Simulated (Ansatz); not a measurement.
Input file:

```yaml
crystal:
  periodic: [false, false, false]
  atoms:
    - {symbol: As, position_ang: [0.000000, -0.025388, 0.002764]}
    - {symbol: H, position_ang: [0.000000, 1.047311, -1.088135]}
    - {symbol: H, position_ang: [0.000000, 0.839809, 0.882646]}
basis:
  gaussian: {orbitals: cc-pVDZ}
total_charge: 1
correlation: {method: sc_nevpt2, electrons: outside_noble_gas, active_space: {window: {electrons: 2, orbitals: 2}}}
```

```sh
$ ansatz run in.yaml --threads 1 --pin off --events-out ev --progress --plain --max-ram 2393MiB
```

Log:

```
415 factors; integrals over basis functions are off by at most 1.1e-3 eV
mean field evaluation 1: about -60815.4770 eV, gradient 7.6e0 eV
mean field evaluation 2: about -60815.4776 eV, gradient 7.6e0 eV
mean field evaluation 4: about -60815.7075 eV, gradient 3.0e-1 eV
mean field evaluation 8: about -60815.7083 eV, gradient 2.5e-6 eV
mean field -60815.70834489 eV, -2234.9360593072 hartree, gradient 6.6e-6 eV, S^2 0.000000; 0 other end points of the search recorded, 0 dependent functions left out; unrestricted orbitals would lower it
reference -60815.70834489 eV, -2234.9360593072 hartree; 17, 17 occupied and 20, 20 virtual orbitals, 415 factors
state -60816.21873425 eV, -2234.9548157700 hartree
state -60816.21873425 eV, -2234.9548157700 hartree; corrected -60818.16960117 eV, -2235.0265088070 hartree
state -60816.16279530 eV, -2234.9527600515 hartree
state -60816.16279530 eV, -2234.9527600515 hartree; corrected -60818.14169897 eV, -2235.0254834201 hartree
state -60816.21873425 eV, -2234.9548157700 hartree; corrected -60818.16960117 eV, -2235.0265088070 hartree
2 active orbitals were swapped for others, from the solution at -60816.16278978 eV, -2234.9527598488 hartree to that at -60816.21838181 eV, -2234.9548028181 hartree; typed "places" are swapped only where nearly empty or full, and so, without "given_window_search", are "orbital_numbers", "shells" and a window whose orbitals a file names under [Active]
Total energy: -60818.16960117 eV, -2235.0265088070 hartree
```

For the same geometry and basis full CI lies 689.6 meV lower.

Ran on 1 thread of Arm Neoverse V1, shared host: 0.97 s wall, 0.08 GiB peak host memory.
